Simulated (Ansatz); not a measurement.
# hcp Mg: polycrystal shear modulus by level of theory

No measured value is used here.

Question: Put these levels in order of the polycrystal shear modulus that they give for hcp Mg, smallest first: LDA (Ansatz, a first-principles code), PBE (Ansatz), r²SCAN (Ansatz).

Answer: PBE (20.1 GPa), LDA (22.2 GPa), r²SCAN (23.9 GPa)

Unless a cell is named, each level is at its own relaxed cell (LDA 21.61, PBE 22.95, r²SCAN 22.57 Å³/atom).

Each level is taken at its own relaxed cell. Cutoffs differ between the levels. Ansatz's density-functional and Hartree–Fock values are scalar-relativistic unless marked +SOC, with PAW data made under PBE.
